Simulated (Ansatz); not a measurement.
This Ansatz (a quantum-chemistry and plane-wave program) input (PBE/def2-TZVPD) gives -436.02136 Eh with 83 basis functions. A basis named .json is the Basis Set Exchange file of that set (core-valence sets with the plain set on hydrogen).

Ansatz 0.2 input:
```yaml
crystal:
  periodic: [false, false, false]
  atoms:
    - {symbol: C, position_ang: [-0.00000000, -0.00000000, -1.11416072]}
    - {symbol: S, position_ang: [0.00000000, 0.00000000, 0.41781027]}
basis:
  gaussian:
    orbitals: def2-TZVPD
hamiltonian:
  xc: {name: PBE}
magnetization: {spin_polarized: false}
```

Change:
```diff
- orbitals: def2-TZVPD
+ orbitals: 6-311G__.json
```

**Question.** What does the run give now?

**Answer.** -436.01046 Eh (PBE/6-311G**, 45 functions), a change of +10.90 mEh.
